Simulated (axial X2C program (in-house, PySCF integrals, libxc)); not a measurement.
**Testing model relations on MgS**

A bond curve at the r2SCAN level, 2c, was computed with an axial X2C code built on PySCF integrals (basis S dyall-av3z [9s8p3d2f], Mg dyall-cv3z [9s8p6d3f] (cores contracted in-house)) for the state Ω = 0 (closed shell). Its fit gives Re = 2.1376 Å, ωe = 548.5 cm⁻¹, ωexe = 2.43 cm⁻¹ and αe = 1.576e-03 cm⁻¹; the masses are 31.9721 and 23.9850 u. Two-component means X2C with spin–orbit coupling and atomic mean-field Coulomb and Gaunt terms.

**Question.** Find the reduced mass, Be and the force constant.

**Answer.** From the r2SCAN values: μ = 13.7043 u. Be = 16.8576/(μ Re²) = 0.2692 cm⁻¹. k = 5.8918×10⁻⁷ μ ωe² = 2.43 mdyn/Å.

**Question.** The dipole moment p changes by 1.69 D/Å at Re. What harmonic infrared intensity follows?

**Answer.** I = 42.256 × (dp/dR)²/μ = 8.8 km/mol.

**Question.** Give B0, the J = 1←0 line in GHz and the most populated J at 300 K (kT = 208.5 cm⁻¹).

**Answer.** B0 = Be − αe/2 = 0.2684 cm⁻¹; 2B0 = 16.09 GHz; J(max) ≈ √(kT/2B0) − 1/2 = 19.2, so J = 19.

**Question.** Where do the fundamental and the first overtone lie?

**Answer.** ν(1←0) = ωe − 2ωexe = 543.6 cm⁻¹; ν(2←0) = 2ωe − 6ωexe = 1082.4 cm⁻¹.

**Question.** A Morse curve ties αe to the other constants (Pekeris). How well does that hold?

**Answer.** αe(Morse) = 6Be²/ωe × (√(ωexe/Be) − 1) = 1.589e-03 cm⁻¹; the r2SCAN curve gives 1.576e-03 cm⁻¹, a ratio of 1.01.

Occupations by symmetry block were frozen at the best pattern of an incomplete PBE0 search. PBE0 can misorder states that lie within some tenths of an eV, so this need not be the ground state of the molecule. The nearest other 2c determinant of the search, Ω = 2, lies 0.46 eV up at the distance of the search.
